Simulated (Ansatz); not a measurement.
Reaction (SMILES): FCl (F-Cl) → F atom + Cl atom
B3LYP-D3(BJ)/def2-TZVP geometries, fixed; electronic energies without zero-point terms.

Basis-set convergence of the bond dissociation energy at wB97M-V with Ansatz (a first-principles code). Cartesian d functions, on some or all atoms, in 6-311G**, 6-311+G**; all else is spherical. The program fits the integrals of some runs and decomposes those of others, by size. Open shells are unrestricted. The functional holds VV10 correlation; no added dispersion term, no relativity. Functions are those of the species that has most. Reference: the value in aug-cc-pV(5+d)Z, 63.90 kcal/mol, itself unsure by roughly 0.11 kcal/mol (its mean distance from pcseg-4, aug-pcseg-3, aug-cc-pV(Q+d)Z). Deviations are taken from unrounded values.

| basis | functions | bond dissociation energy (kcal/mol) |
|---|---|---|
| def2-SVP | 32 | 59.31 |
| def2-SVPD | 50 | 58.06 |
| pcseg-1 | 32 | 56.09 |
| aug-pcseg-1 | 50 | 58.58 |
| cc-pV(D+d)Z | 37 | 58.38 |
| aug-cc-pV(D+d)Z | 55 | 61.45 |
| 6-311G** | 45 | 54.06 |
| 6-311+G** | 53 | 54.74 |
| pcseg-2 | 64 | 62.46 |
| aug-pcseg-2 | 96 | 63.31 |
| def2-TZVP | 68 | 63.00 |
| def2-TZVPD | 86 | 63.16 |
| cc-pV(T+d)Z | 69 | 63.16 |
| aug-cc-pV(T+d)Z | 101 | 63.47 |
| def2-TZVPP | 73 | 63.05 |
| def2-TZVPPD | 91 | 63.20 |
| cc-pV(Q+d)Z | 119 | 63.81 |
| aug-cc-pV(Q+d)Z | 169 | 63.83 |
| pcseg-3 | 124 | 63.93 |
| aug-pcseg-3 | 174 | 64.01 |
| def2-QZVPP | 127 | 63.65 |
| def2-QZVPPD | 145 | 63.71 |
| cc-pV(5+d)Z | 191 | 63.88 |
| aug-cc-pV(5+d)Z | 263 | 63.90 |

What the diffuse functions change, pair by pair:
- def2-SVP to def2-SVPD: 18 more functions, deviation -4.59 to -5.84 kcal/mol
- pcseg-1 to aug-pcseg-1: 18 more functions, deviation -7.81 to -5.33 kcal/mol
- cc-pV(D+d)Z to aug-cc-pV(D+d)Z: 18 more functions, deviation -5.52 to -2.46 kcal/mol
- 6-311G** to 6-311+G**: 8 more functions, deviation -9.84 to -9.16 kcal/mol
- pcseg-2 to aug-pcseg-2: 32 more functions, deviation -1.44 to -0.60 kcal/mol
- def2-TZVP to def2-TZVPD: 18 more functions, deviation -0.91 to -0.74 kcal/mol
- cc-pV(T+d)Z to aug-cc-pV(T+d)Z: 32 more functions, deviation -0.75 to -0.44 kcal/mol
- def2-TZVPP to def2-TZVPPD: 18 more functions, deviation -0.86 to -0.70 kcal/mol
- cc-pV(Q+d)Z to aug-cc-pV(Q+d)Z: 50 more functions, deviation -0.09 to -0.07 kcal/mol
- pcseg-3 to aug-pcseg-3: 50 more functions, deviation 0.03 to 0.11 kcal/mol
- def2-QZVPP to def2-QZVPPD: 18 more functions, deviation -0.26 to -0.19 kcal/mol
- cc-pV(5+d)Z to aug-cc-pV(5+d)Z: 72 more functions, deviation -0.02 to 0.00 kcal/mol

Leaving out the reference's own pair, they bring the value nearer the reference by more than 0.11 kcal/mol in 7 of 11 pairs.
